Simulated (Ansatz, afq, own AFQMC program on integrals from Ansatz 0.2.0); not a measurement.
Where AFQMC and coupled cluster stand for H3O, doublet

```xyz
4

O    -0.1399   -0.0491    0.0000
H    -0.3893    0.8775    0.0000
H     0.8196   -0.0491    0.0000
H     1.7911   -0.0491    0.0000
```

Basis cc-pVTZ. Only valence electrons are correlated. AFQMC by an in-house program on the Cholesky factors that Ansatz 0.2.0 writes for its CCSD(T) run. The CISD trial takes its coefficients from CCSD amplitudes. Released means that phaseless walkers are propagated on without the constraint, phases kept. Uncertainties: one standard error, sampling alone.

Determinant: UHF, the one that the program's search chose, which needn't be the lowest solution. The geometry is a point of a scan.

No full CI on the walks' own integrals is used here; CCSDT(Q) serves as the reference and is uncertain by about the last step of the cluster series.

The T1 diagnostic is 0.0117 and the weight of the determinant in the CISD state is 0.932. The ⟨S²⟩ of the determinant is 0.760 and the size of the correlated space is 9 electrons in 71 orbitals.

Reference: CCSDT(Q), correlation energy -7.807 eV. The released energy is read at 2.40 1/Eh (meV from the phaseless value at times in 1/Eh: -5 ± 3 at 0.24, -4 ± 4 at 0.51, -5 ± 3 at 0.99, -11 ± 3 at 1.62, -4 ± 5 at 2.40).

```tsv
level	E − E(reference) (kJ/mol)	share of correlation (%)
HF	753.3	0.00
MP2	44.4	94.11
CCSD	23.6	96.86
CCSD(T)	1.5	99.80
CCSDT	1.1	99.86
ph-AFQMC/HF	-3.3 ± 2.2	100.44
ph-AFQMC/CISD	0.4 ± 0.3	99.94
released AFQMC	0.0 ± 0.5	100.00
```

A walk keeps the symmetry of its determinant, which the program's search chose and which needn't be the lowest solution, so a lower state of the same spin and another symmetry isn't excluded. Released energies are given only where the last usable release times agree within the noise; a slower fall can still hide under it.
